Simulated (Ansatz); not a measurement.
fcc Au was calculated with RPBE (plane waves, PAW; Ansatz, a first-principles code).

Run with plane-wave cutoff 520 eV, 24×24×24 k mesh, Fermi–Dirac smearing 0.05 eV, scalar-relativistic PAW data made under PBE.

The volume scan:

| V (Å³/atom) | E − E_lowest (meV/atom) |
|---|---|
| 17.350 | 31.49 |
| 17.719 | 13.84 |
| 18.088 | 3.67 |
| 18.458 | 0.00 |
| 18.827 | 1.99 |
| 19.196 | 8.92 |
| 19.565 | 20.13 |

Q: What bulk modulus B0 and pressure derivative B′ does a third-order Birch–Murnaghan fit give?

A: V0 = 18.504 Å³/atom, B0 = 121 GPa, B′ = 5.9 (fit to the energies at full precision).

Measured, for comparison: bulk modulus 182 GPa (0 K value with the zero-point phonon effect removed, our sources range from 175 to 182; as tabulated in Mejia-Rodriguez and Trickey (2018), arXiv:1807.09216); equilibrium volume per atom 16.76 Å³/atom (static lattice: zero-point anharmonic expansion removed; as tabulated in Mejia-Rodriguez and Trickey (2018), arXiv:1807.09216). Computed (rounded) less measured: bulk modulus -34 % (-31 % to -34 % over the range), equilibrium volume per atom +10.4 %.

Spin–orbit coupling is not included; it can shift volumes and moduli of such heavy elements.
